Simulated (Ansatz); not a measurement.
Born–Oppenheimer molecular dynamics of ClMg (2 atoms, charge 0, multiplicity 2). It starts from a relaxed structure.

Theory: Ansatz 0.2.0, UKS revPBE-D4/cc-pVDZ.

```yaml
ensemble: NVE (velocity Verlet)
time_step: 2 fs
steps_asked: 250
starting_velocities_drawn_for: 300 K
seed: 240671
```

Frames 20 fs apart, positions in Å, forces in eV/Å.

Velocities at 260.0 fs (Å/ps):

```
Mg 1.56 -0.56 0.79
Cl -1.07 0.38 -0.54
```

```xyz
2
Properties=species:S:1:pos:R:3:forces:R:3 time_fs=260.0 energy_less_start_eV=0.006 T=166
Mg 0.957 -0.366 0.476 0.30 -0.11 0.15
Cl -0.933 0.308 -0.475 -0.30 0.11 -0.15
2
Properties=species:S:1:pos:R:3:forces:R:3 time_fs=280.0 energy_less_start_eV=0.008 T=119
Mg 0.995 -0.379 0.495 -0.32 0.11 -0.16
Cl -0.959 0.317 -0.488 0.32 -0.11 0.16
2
Properties=species:S:1:pos:R:3:forces:R:3 time_fs=300.0 energy_less_start_eV=0.006 T=169
Mg 0.992 -0.378 0.493 -0.27 0.10 -0.14
Cl -0.957 0.316 -0.487 0.27 -0.10 0.14
2
Properties=species:S:1:pos:R:3:forces:R:3 time_fs=320.0 energy_less_start_eV=0.008 T=112
Mg 0.954 -0.365 0.475 0.36 -0.13 0.18
Cl -0.931 0.307 -0.474 -0.36 0.13 -0.18
2
Properties=species:S:1:pos:R:3:forces:R:3 time_fs=340.0 energy_less_start_eV=0.003 T=231
Mg 0.962 -0.368 0.479 0.21 -0.08 0.11
Cl -0.936 0.309 -0.476 -0.21 0.08 -0.11
2
Properties=species:S:1:pos:R:3:forces:R:3 time_fs=360.0 energy_less_start_eV=0.010 T=62
Mg 0.998 -0.380 0.497 -0.36 0.13 -0.18
Cl -0.961 0.318 -0.489 0.36 -0.13 0.18
2
Properties=species:S:1:pos:R:3:forces:R:3 time_fs=380.0 energy_less_start_eV=0.003 T=228
Mg 0.987 -0.377 0.491 -0.20 0.07 -0.10
Cl -0.954 0.315 -0.485 0.20 -0.07 0.10
2
Properties=species:S:1:pos:R:3:forces:R:3 time_fs=400.0 energy_less_start_eV=0.011 T=50
Mg 0.951 -0.364 0.473 0.42 -0.15 0.21
Cl -0.929 0.306 -0.473 -0.42 0.15 -0.21
2
Properties=species:S:1:pos:R:3:forces:R:3 time_fs=420.0 energy_less_start_eV=0.001 T=278
Mg 0.967 -0.369 0.481 0.12 -0.04 0.06
Cl -0.940 0.310 -0.478 -0.12 0.04 -0.06
2
Properties=species:S:1:pos:R:3:forces:R:3 time_fs=440.0 energy_less_start_eV=0.012 T=20
Mg 1.000 -0.381 0.498 -0.39 0.14 -0.20
Cl -0.962 0.318 -0.489 0.39 -0.14 0.20
2
Properties=species:S:1:pos:R:3:forces:R:3 time_fs=460.0 energy_less_start_eV=0.001 T=275
Mg 0.982 -0.375 0.488 -0.12 0.04 -0.06
Cl -0.950 0.314 -0.483 0.12 -0.04 0.06
2
Properties=species:S:1:pos:R:3:forces:R:3 time_fs=480.0 energy_less_start_eV=0.013 T=10
Mg 0.950 -0.363 0.472 0.45 -0.16 0.23
Cl -0.928 0.306 -0.472 -0.45 0.16 -0.23
```

Of the whole run (500 fs, mean temperature of the second half 149 K): The conserved energy stayed within 0.045 meV per atom of its start (net change -0.0035 meV per atom), so the integration is sound. The temperature averaged 0.50 of the 300 K drawn at the start: a run that starts near a minimum puts about half its kinetic energy into the potential. A run of 0.5 ps of so small a system gives no equilibrium averages.

The run took 3.3 min on 1 thread of Arm Neoverse V2, on a shared host, peak memory 0.088 GiB.
